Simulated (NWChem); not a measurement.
System: C₂H₃F; SMILES C=CF

```xyz
6

C     -0.2356     1.1707     0.0000
C      0.4305     0.0250     0.0000
F     -0.1866    -1.1720     0.0000
H     -1.3200     1.1956     0.0000
H      0.3073     2.1087     0.0000
H      1.5123    -0.0766     0.0000
```
Atoms are numbered in this order, from 1.

All runs: NWChem. Structure relaxed at the B3LYP/6-31G* (spherical d) level. GIAO values for the isolated, static molecule; σ is the absolute isotropic shielding, δ = σ(reference) − σ with the isolated reference molecule computed at the same levels (13C: tetramethylsilane, 19F: trichlorofluoromethane, 1H: tetramethylsilane).

For level PBE0/pcSseg-1:

| Property | Value |
|---|---|
| δ C1 (ppm) | 101.0 |
| δ C2 (ppm) | 166.0 |
| δ F3 (ppm) | -109.8 |
| δ H4 (ppm) | 5.05 |
| δ H5 (ppm) | 4.64 |

Question: How do the values read with level KT2/pcSseg-1 instead?

Answer: The δ C1 (ppm) comes out as 91.2. The δ C2 (ppm) comes out as 157.2 and the δ F3 (ppm) is -131.0. The δ H4 (ppm) is 4.78 and the δ H5 (ppm) comes out as 4.34.
